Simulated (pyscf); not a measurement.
H₂N–GaH₂ (SMILES [NH2][GaH2]) → HN=GaH (SMILES [NH]=[GaH]) + H₂ (SMILES [H][H]), an elimination (singlet surface; Ga–H, H–N broken, H–H formed). Structures and frequencies: ωB97X-D3(BJ)/def2-SVP in PySCF. Energies in kcal/mol from the reactant's lowest minimum found.

Small-basis levels: PySCF, no dispersion term, spherical d functions. 

### Question
Quick BP86/6-31G*+LANL2DZ single points give ΔE‡ = 73.4 kcal/mol and ΔE = +56.6 kcal/mol. What does ωB97M-D3(BJ)/def2-TZVP give, and how far is the quick result from it?

### Answer
ωB97M-D3(BJ)/def2-TZVP gives ΔE‡ = 78.5 kcal/mol and ΔE = +63.4 kcal/mol. BP86/6-31G*+LANL2DZ lies 5.2 kcal/mol under it in the barrier and 6.8 kcal/mol under it in the reaction energy, so on this step it does not hold to within 3.0 kcal/mol. ωB97M-D3(BJ)/def2-TZVP has limits of its own. At the saddle there is also a short Ga–H contact that neither side keeps. The same reactants have a lower exit, to NH₃ + GaH [singlet] (barrier +65.6 kcal/mol at ωB97M-D3(BJ)/def2-TZVP, against +78.5 kcal/mol here). HN=GaH lies 50.8 kcal/mol over its isomer H₂N–Ga [singlet] (electronic energy, ωB97M-D3(BJ)/def2-TZVP). One saddle was located; it need not be the lowest between these sides. In the def2 sets elements up to Kr have no core potential.
